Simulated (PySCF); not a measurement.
# TDDFT excited states: C2H4

Compound: ethene, C2H4.
InChI=1S/C2H4/c1-2/h1-2H2

Method used: PySCF 2.14.0, density-fitted response routines, TDDFT CAM-B3LYP/def2-SVPD, vertical, gas phase, core orbitals frozen in the response. Isolated species at its GFN2-xTB geometry, gas phase.

```csv
state,λ (nm),E (eV),f,"main configurations (H = HOMO, L = LUMO)"
S1,160.6,7.72,0.072,H→L+1 (98%)
S2,156.8,7.91,0.374,H→L (97%)
S3,151.6,8.18,0.0000,H-1→L (98%)
S4,145.6,8.51,0.0000,H→L+2 (99%)
S5,135.9,9.12,0.0000,H→L+3 (98%)
S6,126.3,9.82,0.0000,H-2→L (98%)
S7,126.1,9.84,0.0000,H-1→L+1 (98%)
S8,120.8,10.26,0.058,H→L+4 (98%)
```

Triplets (Tamm–Dancoff): T1 4.54 eV, H→L (97%); T2 7.56 eV, H→L+1 (98%); T3 7.62 eV, H-1→L (98%).

The lowest singlet comes at 161 nm (745 kJ/mol) in the vacuum ultraviolet; it is of moderate strength; its leading configuration is HOMO→LUMO+1 (98%). The strongest level in the table is S2 at 7.91 eV (157 nm, f = 0.374). Löwdin shares by element: HOMO carbon 83%, hydrogen 8% or more; LUMO carbon 75%, hydrogen 13% or more. Orbital energies (eV): HOMO-3 -14.80, HOMO-2 -13.49, HOMO-1 -11.43, HOMO -9.33, LUMO 1.30, LUMO+1 1.77, LUMO+2 2.29. Weighted by f, the mean energy of these states is 8.15 eV. Of the 8 states listed, 3 reach f = 0.01 and 5 stay under 0.0005. Only the lowest 8 singlets were computed, as vertical energies without vibronic structure.
